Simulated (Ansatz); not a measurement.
Basis-set extrapolation for C3H6OS (`C=C(O)CS`) (PBE0-D4/def2-TZVP geometry, frozen core, the Gaussian-basis code of Ansatz). Multiplicity 1, RHF reference.

|  | def2-TZVPP | def2-QZVPP |
| --- | --- | --- |
| HF | -589.557043 | -589.577151 |
| MP2 correlation | -0.911947 | -0.978903 |
| CCSD(T) correlation | -0.995918 | not run |

Energies in hartree. Use E(X) = E(∞) + A·exp(−7.88·√X) for Hartree–Fock and E(X) = E(∞) + B·X^(−2.97) for correlation, with X = 3 and 4, and add CCSD(T) minus MP2 of the smaller set to the MP2 limit.

What is the CCSD(T) energy at the basis-set limit?

HF limit: -589.577151 + (-0.020108) × 0.13774 = -589.57992. MP2 limit: -0.978903 + (-0.066956) × 0.74074 = -1.02850. Higher-order term: -0.995918 − (-0.911947) = -0.08397. Total: -590.69239 hartree, 366.1 kJ/mol below CCSD(T)/def2-TZVPP.
